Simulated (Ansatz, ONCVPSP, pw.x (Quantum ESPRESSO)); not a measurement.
# Equation-of-state test of one ONCV potential (germanium)

germanium, optimised norm-conserving Vanderbilt (ONCV), made with ONCVPSP 4.0.1.1 (patched build) (PBE, scalar-relativistic). Core [Ar] 3d10, reference 4s2 4p2. Waves: 4s: rc 1.35 bohr, ncon 3, nbas 7, qcut 3.8 1/bohr, 2 projectors, debl 0.9 Ha; 4p: rc 2.40 bohr, ncon 5, nbas 9, qcut 3.7 1/bohr, 2 projectors, debl 3.3 Ha; d scattering state at 0.4 Ha: rc 2.20 bohr, ncon 5, nbas 8, qcut 4 1/bohr, 2 projectors, debl 2.9 Ha. Local part: polynomial inside 1.15 bohr (lpopt 5, dvloc0 0 Ha). Core correction: Teter function, fcfact 5.5, rcfact 1.65.

Crystal test: diamond Ge in pw.x 7.5, no spin, 8³ k-points, Fermi–Dirac smearing 0.01 Ry, cutoffs 75/300 Ry. The reference is all-electron LAPW (Ansatz 0.2.0) with the same functional, mesh and smearing; V0 and B0 come from Birch–Murnaghan fits to the pressures at five volumes. Errors are pseudo minus all-electron; Δ is the rms difference of the E(V) curves that follow from these fits, minima aligned, over ±6 % about the mean V0. Mesh and smearing are coarse, so the numbers serve the comparison and aren't converged zero-temperature values; the lattice is a test structure that the element need not adopt.

All-electron: a0 = 5.765 Å (V0 = 23.95 Å³/atom), B0 = 57.6 GPa.

Q: How far does the potential miss the all-electron equation of state?

A: mean pressure error (GPa): +0.86; a0 (Å): 5.793; a0 error (%): +0.48; B0 error (%): -0.3; Δ (meV/atom): 4.4. This is a poor potential for the solid. The generator flags a localised state at positive energy (s at 29 eV).

```
V (Å³/atom)  P all-electron (GPa)  P pseudo (GPa)
     22.753                  3.34            4.39
     23.352                  1.55            2.51
     23.951                  0.00            0.86
     24.550                 -1.34           -0.57
     25.149                 -2.50           -1.82
```

Q: At the middle volume, how do free energy and pressure move when the wave cutoff is lowered (ecutrho kept at four times it)?

A:

| cutoff (Ry) | shift of F (meV/atom) | shift of P (GPa) |
| --- | --- | --- |
| 34 | +28.2 | +0.10 |
| 45 | +16.0 | +0.23 |
| 60 | +10.6 | +0.08 |

Input at the middle volume:

```
&control
  calculation='scf', prefix='x', pseudo_dir='./', outdir='./tmp', tstress=.true., disk_io='none'
/
&system
  ibrav=0, nat=2, ntyp=1, ecutwfc=75, ecutrho=300, nbnd=11,
  occupations='smearing', smearing='fd', degauss=0.01
/
&electrons
  conv_thr=1e-09, mixing_beta=0.4, electron_maxstep=70
/
ATOMIC_SPECIES
Ge 1.0 Ge.UPF
CELL_PARAMETERS angstrom
  0.00000000 2.88253474 2.88253474
  2.88253474 0.00000000 2.88253474
  2.88253474 2.88253474 0.00000000
ATOMIC_POSITIONS crystal
Ge 0.0000 0.0000 0.0000
Ge 0.2500 0.2500 0.2500
K_POINTS automatic
8 8 8 0 0 0
```

```bash
pw.x < Ge.scf.in > Ge.scf.out
```

Lines of the output:

```
Message from routine setup:
     using ibrav=0 with symmetry is DISCOURAGED, use correct ibrav instead
     lattice parameter (alat)  =       7.7035  a.u.
     unit-cell volume          =     323.2587 (a.u.)^3
     number of electrons       =         8.00
     number of Kohn-Sham states=           11
     kinetic-energy cutoff     =      75.0000  Ry
     charge density cutoff     =     300.0000  Ry
     scf convergence threshold =      1.0E-09
     Exchange-correlation= PBE
     number of k points=    29  Fermi-Dirac smearing, width (Ry)=  0.0100
     iteration #  1     ecut=    75.00 Ry     beta= 0.40
     total energy              =     -22.78238977 Ry
     estimated scf accuracy    <       0.02752514 Ry
     iteration #  2     ecut=    75.00 Ry     beta= 0.40
     total energy              =     -22.78055533 Ry
     estimated scf accuracy    <       0.00817473 Ry
     iteration #  3     ecut=    75.00 Ry     beta= 0.40
     total energy              =     -22.78102457 Ry
     estimated scf accuracy    <       0.00008153 Ry
     iteration #  4     ecut=    75.00 Ry     beta= 0.40
     total energy              =     -22.78107222 Ry
     estimated scf accuracy    <       0.00000390 Ry
     iteration #  5     ecut=    75.00 Ry     beta= 0.40
     total energy              =     -22.78107422 Ry
     estimated scf accuracy    <       0.00000052 Ry
     iteration #  6     ecut=    75.00 Ry     beta= 0.40
     total energy              =     -22.78107437 Ry
     estimated scf accuracy    <       0.00000001 Ry
     iteration #  7     ecut=    75.00 Ry     beta= 0.40
     the Fermi energy is     5.3087 ev
!    total energy              =     -22.78107440 Ry
     estimated scf accuracy    <          9.4E-10 Ry
     smearing contrib. (-TS)   =      -0.00096797 Ry
     The total energy is F=E-TS. E is the sum of the following terms:
     one-electron contribution =       4.82260201 Ry
     hartree contribution      =       1.19154571 Ry
     xc contribution           =     -12.97167564 Ry
     ewald contribution        =     -15.82257851 Ry
     convergence has been achieved in   7 iterations
          total   stress  (Ry/bohr**3)                   (kbar)     P=        8.63
     Message from routine punch:
     Nothing written, as per user request (disk_io='none')
```

The run at the middle volume (29 k-points, 7 iterations) took about 22 s on one core of a shared host (Neoverse-V1, 32 threads, 247 GiB, load 24).
